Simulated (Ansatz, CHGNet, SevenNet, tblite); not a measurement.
## Zinc-blende BP, TO(Γ) frequency

Reference value: 794 cm⁻¹ (measured, temperature not stated, not corrected to a static lattice; as tabulated in Solozhenko et al. (2014), arXiv:1505.05714).

```json
[
 {"level (code)": "GFN1-xTB (tblite)", "value (cm⁻¹)": "810", "cell (Å³/atom)": "11.96", "difference (%)": "+2.0"},
 {"level (code)": "GFN2-xTB (tblite)", "value (cm⁻¹)": "739", "cell (Å³/atom)": "11.90", "difference (%)": "-6.9"},
 {"level (code)": "CHGNet-r²SCAN (CHGNet)", "value (cm⁻¹)": "624", "cell (Å³/atom)": "11.64", "difference (%)": "-21"},
 {"level (code)": "SevenNet-0 (SevenNet)", "value (cm⁻¹)": "573", "cell (Å³/atom)": "11.64", "difference (%)": "-28"},
 {"level (code)": "LDA (Ansatz)", "value (cm⁻¹)": "821", "cell (Å³/atom)": "11.32", "difference (%)": "+3.4"},
 {"level (code)": "PBE (Ansatz)", "value (cm⁻¹)": "800", "cell (Å³/atom)": "11.76", "difference (%)": "+0.8"},
 {"level (code)": "r²SCAN (Ansatz)", "value (cm⁻¹)": "818", "cell (Å³/atom)": "11.67", "difference (%)": "+3.0"}
]
```

Nearest, and too close to rank with a margin of 3.0 % (twice that across the reference) picked here for doubts on the reference and the settings, and for temperature and zero-point motion: PBE (+0.8 %), GFN1-xTB (+2.0 %), r²SCAN (+3.0 %), LDA (+3.4 %). Farthest off: SevenNet-0 (-28 %). Within 5 %: GFN1-xTB, LDA, PBE, r²SCAN.

The measured value isn't corrected to a static lattice, so vibrations enter the comparison.  GFN1-xTB, GFN2-xTB: the method was fitted mainly to molecules. GFN1-xTB, GFN2-xTB: the run uses a supercell at the zone centre in place of a k mesh. Each level is taken at its own relaxed cell. Cutoffs differ between the levels. Ansatz's density-functional and Hartree–Fock values are scalar-relativistic unless marked +SOC, with PAW data made under PBE.

Machine-learned potentials (CHGNet-r²SCAN, SevenNet-0) are trained on DFT data, which may include these solids.

Differences are worked out from the printed values.

Ansatz is a first-principles code.
